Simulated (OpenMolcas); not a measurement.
# CH5NSi (SMILES C[Si]N): methods side by side

The species is CH5NSi (8 atoms), meant as a singlet with charge 0. As SMILES, `C[Si]N`. The shape is that of a PBE0-D4/def2-TZVP optimisation. This is one conformer, not always the lowest.

```xyz
8

C    -0.6600    0.8247   -0.5521
Si    0.9638    0.6538    0.4277
N     0.9322   -1.0344    0.6907
H    -1.0264   -0.1018   -1.0043
H    -0.5625    1.5834   -1.3341
H    -1.4314    1.1950    0.1359
H     1.6512   -1.5019    1.2201
H     0.2252   -1.6757    0.3603
```

Quantity: the dipole moment, in D. The values are calculated.

```json
{"level": "SVWN5/def2-SVPD", "kind": "LDA", "program": "OpenMolcas", "value (D)": "2.07", "CPU time": "49 s"}
{"level": "BLYP/def2-SVPD", "kind": "GGA", "program": "OpenMolcas", "value (D)": "1.93", "CPU time": "55 s"}
{"level": "PBE/def2-SVPD", "kind": "GGA", "program": "OpenMolcas", "value (D)": "2.04", "CPU time": "61 s"}
{"level": "revPBE/def2-SVPD", "kind": "GGA", "program": "OpenMolcas", "value (D)": "2.05", "CPU time": "55 s"}
{"level": "M06-L/def2-SVPD", "kind": "meta-GGA", "program": "OpenMolcas", "value (D)": "2.09", "CPU time": "83 s"}
{"level": "TPSS/def2-SVPD", "kind": "meta-GGA", "program": "OpenMolcas", "value (D)": "2.10", "CPU time": "70 s"}
{"level": "r2SCAN/def2-SVPD", "kind": "meta-GGA", "program": "OpenMolcas", "value (D)": "2.14", "CPU time": "88 s"}
{"level": "PBE0/def2-SVPD", "kind": "global hybrid", "program": "OpenMolcas", "value (D)": "2.03", "CPU time": "61 s"}
```

The values span 1.93 to 2.14 D. Magnitudes only. CPU times are rough (shared hosts, several kinds of processor): they show what a rung costs within a factor of a few.
